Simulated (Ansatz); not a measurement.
Basis sets compared for Mg(SiH3)2 (MgSi₂H₆). The state is a singlet with charge 0. Geometry r2SCAN-D4/def2-TZVP. Ansatz on 4 threads of AMD EPYC 7B13 on a shared host; times are rough, and most runs start from earlier orbitals.

```xyz
9

Mg    0.0236   -0.0169   -0.0026
Si    1.0760    1.1751    2.0373
H     0.4789    0.7449    3.3389
H     0.9078    2.6603    1.9951
H     2.5463    0.9440    2.1768
Si   -1.0693   -1.1799   -2.0380
H    -0.8273   -2.6545   -2.0838
H    -0.5807   -0.6543   -3.3497
H    -2.5555   -1.0187   -2.0739
```

Binding counts from free atoms (Mg singlet, Si triplet, H doublet) in the same basis, without a counterpoise term.

| level | functions | energy (Eh) | HOMO (eV) | LUMO (eV) | binding per atom (eV) | wall time |
| --- | --- | --- | --- | --- | --- | --- |
| HF/STO-3G | 33 | -771.7862 | -5.55 | 8.15 | 3.17 | 0.15 s |
| HF/6-31G | 51 | -780.8162 | -8.81 | 0.86 | 1.74 | 0.2 s |
| PBE-D4/def2-SVP | 84 | -781.9550 | -5.64 | -1.94 | 2.55 | 0.5 s |
| PBE0-D4/def2-SVP | 84 | -782.0398 | -6.61 | -1.33 | 2.55 | 0.7 s |

Question: Estimate the rows for HF/def2-TZVP, PBE-D4/def2-TZVP, PBE0-D4/def2-TZVP (with forces).

Answer: 
| level | functions | energy (Eh) | HOMO (eV) | LUMO (eV) | binding per atom (eV) | wall time |
| --- | --- | --- | --- | --- | --- | --- |
| HF/def2-TZVP | 142 | -780.9657 | -8.69 | 0.98 | 1.99 | 0.55 s |
| PBE-D4/def2-TZVP | 142 | -782.2295 | -5.65 | -2.01 | 2.55 | 0.8 s |
| PBE0-D4/def2-TZVP (with forces) | 142 | -782.3116 | -6.58 | -1.36 | 2.56 | 1.4 s |
